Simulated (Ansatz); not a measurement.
```yaml
crystal:
  periodic: [false, false, false]
  atoms:
    - {symbol: C, position_ang: [-0.015465, 1.121350, -0.460361]}
    - {symbol: O, position_ang: [-1.196817, 0.124228, 0.404658]}
    - {symbol: C, position_ang: [0.044094, -1.139417, 0.442530]}
    - {symbol: O, position_ang: [1.224364, -0.143433, -0.425271]}
    - {symbol: H, position_ang: [-0.415977, 1.444373, -1.732958]}
    - {symbol: H, position_ang: [0.347740, 2.247146, 0.236151]}
    - {symbol: H, position_ang: [-0.318181, -2.267561, -0.250510]}
    - {symbol: H, position_ang: [0.445367, -1.458310, 1.716011]}
basis:
  gaussian: {orbitals: cc-pVTZ}
hamiltonian: {xc: {name: TPSS}}
```

```sh
$ ansatz run in.yaml --threads 2 --pin off --events-out ev --progress --plain --max-ram 4352MiB
```

Output, abridged:

```
Error: YAML parse error: error: line 14 column 19: hamiltonian.xc: no functional is named "TPSS"; the names, which are not case-sensitive, are SVWN5, SPW92, PBE, PBE0, PBEsol, revPBE, revPBE0, RPBE, rPW86-PBE, HSE06, wPBEh, LC-wPBE, HISS, HF, BLYP, B3LYP, B3LYP5, BHLYP, CAM-B3LYP, r2SCAN, r2SCANh, r2SCAN0, r2SCAN50, m-r2SCAN, B97, wB97, wB97X, wB97X-V, B97M-V, wB97M-V, B2PLYP, B2GP-PLYP, PBE0-DH, PBE-QIDH
12 | basis:
13 |   gaussian: {orbitals: cc-pVTZ}
14 | hamiltonian: {xc: {name: TPSS}}
```

In this input the method's name isn't one that the program takes here. The input was rejected before any iteration.
